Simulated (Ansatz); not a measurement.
A nudged elastic band was laid between two geometries of C₃H₇NO (12 atoms, charge 0, multiplicity 1).

Computed with RKS PBE/6-31G* in Ansatz.

* movable images: 5
* climbing image: yes
* spring: 5.0 eV/Å²
* optimiser: quadratic models (default)
* start path: through a guess of the saddle point
* force threshold: 0.05 eV/Å
* iteration limit: 60
* end points: relaxed

First end point:

```xyz
12
Properties=species:S:1:pos:R:3
C -0.935 -0.899 0.044
C 0.087 0.219 0.318
N 1.446 -0.322 0.193
C -0.107 1.288 -0.757
O -0.764 2.305 -0.614
H -1.964 -0.510 0.094
H -0.832 -1.700 0.798
H -0.763 -1.343 -0.951
H -0.152 0.691 1.296
H 2.125 0.350 0.569
H 1.531 -1.166 0.770
H 0.406 1.034 -1.727
```

Last end point:

```xyz
12
Properties=species:S:1:pos:R:3
C -0.977 -0.973 0.104
C -0.044 0.197 0.411
N 1.333 -0.302 0.616
C -0.007 1.215 -0.724
O -0.122 2.425 -0.603
H -2.028 -0.642 0.053
H -0.880 -1.742 0.887
H -0.721 -1.437 -0.867
H -0.356 0.720 1.331
H 1.965 0.488 0.797
H 1.670 -0.750 -0.248
H 0.244 0.747 -1.723
```

Question: What changes between the two ends?

Answer: No bond is made or broken. The height of N3 over the plane of its neighbours goes from 0.40 to -0.40 Å.

Question: Give the energies along the band, and the barrier.

Answer: The run converged. The highest image is number 3 of 0 to 6, 16.4 kJ/mol above the first end and 21.8 kJ/mol above the last; the last end lies 5.4 kJ/mol below the first. A vibrational analysis at the climbing image gives one clearly imaginary mode, 633i cm⁻¹: a first-order saddle point.

```csv
image,path coordinate (Å),energy (kJ/mol),height of N3 over the plane of its neighbours (Å)
0,0.00,0.0,0.40
1,0.38,0.9,0.39
2,0.76,4.6,0.34
3,1.13,16.4,0.03
4,1.41,3.4,-0.26
5,1.69,-4.3,-0.38
6,1.96,-5.4,-0.40
```

Question: What is the geometry of the highest image?

Answer: 
```xyz
12
Properties=species:S:1:pos:R:3
C -0.942 -0.941 0.089
C -0.009 0.240 0.365
N 1.364 -0.200 0.424
C -0.086 1.270 -0.770
O -0.358 2.453 -0.636
H -1.994 -0.613 0.050
H -0.838 -1.702 0.881
H -0.695 -1.412 -0.880
H -0.313 0.751 1.301
H 2.080 0.393 0.824
H 1.627 -1.137 0.147
H 0.241 0.841 -1.760
```

Question: What are the harmonic wavenumbers there?

Answer: 633i, 76, 214, 247, 322, 348, 372, 541, 845, 890, 943, 987, 1105, 1149, 1205, 1270, 1334, 1367, 1379, 1469, 1482, 1601, 1766, 2774, 2960, 2980, 3053, 3079, 3569, 3689 cm⁻¹.

The band took 14 iterations and about 4 core-minutes.

Run time: 4 min on 1 thread of Arm Neoverse V1, on a shared host, peak memory 0.17 GiB.
